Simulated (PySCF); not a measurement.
**Ionisation energy of Li by level of theory**

Li [He] 2s1 (2S) → Li⁺ 1s2 (1S), as a difference of total energies. Computed with PySCF 2.14 in cc-pVTZ-DK, with scalar relativity by spin-free X2C-1e. The calculations carry no spin-orbit coupling.

```csv
method,ionisation energy (eV)
UHF,5.343
LDA,5.468
MN15,5.061
```

For comparison: 5.392 eV (measured; NIST Atomic Spectra Database, ionization energies).
